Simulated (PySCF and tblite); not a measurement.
Values are calculated unless marked as measured or tabulated.
Stationary points of C6H13 (charge +1) at PBE0-D3(BJ)/def2-SVP, in Å:

Structure A

```
 1 C    -1.171   -0.478   -1.237
 2 C    -0.694    0.232   -0.054
 3 C    -1.661    0.842    0.854
 4 C     0.733    0.337    0.229
 5 C     0.917   -0.853    1.242
 6 C     1.694    0.230   -0.942
 7 H    -0.558   -1.368   -1.455
 8 H    -0.962    0.202   -2.092
 9 H    -2.241   -0.713   -1.224
10 H    -2.507    0.169    1.068
11 H    -2.114    1.675    0.274
12 H    -1.223    1.259    1.769
13 H     0.910    1.255    0.814
14 H     0.731   -1.824    0.761
15 H     0.290   -0.759    2.138
16 H     1.972   -0.817    1.554
17 H     1.636   -0.745   -1.448
18 H     1.516    1.022   -1.684
19 H     2.724    0.344   -0.575
```

Structure B

```
 1 C    -1.166    0.287   -1.541
 2 C    -0.672    0.200   -0.129
 3 C    -1.731    0.275    0.924
 4 C     0.684   -0.096    0.162
 5 C     1.177   -0.372    1.548
 6 C     1.686   -0.332   -0.928
 7 H    -1.492   -0.727   -1.830
 8 H    -0.409    0.603   -2.267
 9 H    -2.038    0.948   -1.615
10 H    -2.317   -0.657    0.849
11 H    -2.424    1.102    0.722
12 H    -1.358    0.355    1.950
13 H     0.235    1.146    0.095
14 H     1.385   -1.455    1.595
15 H     0.471   -0.130    2.348
16 H     2.131    0.140    1.732
17 H     1.635   -1.402   -1.192
18 H     1.498    0.239   -1.845
19 H     2.705   -0.125   -0.577
```

Level: PBE0/pcSseg-1 + D3(BJ) on PBE0-D3(BJ)/def2-SVP stationary points, with GFN2-xTB thermal terms.

Task: Which structure is a saddle point, and along which motion?

Result: B: one imaginary mode (624i cm⁻¹ at GFN2-xTB, mostly on H13, C2, C4), along the shift of hydrogen on C4 from C4 to C2.

Task: Give their symmetry and energies above the lowest.

Result: A C1, 0.0 kcal/mol; B Cs, 4.8 kcal/mol.

The ion is treated without a counter-ion.
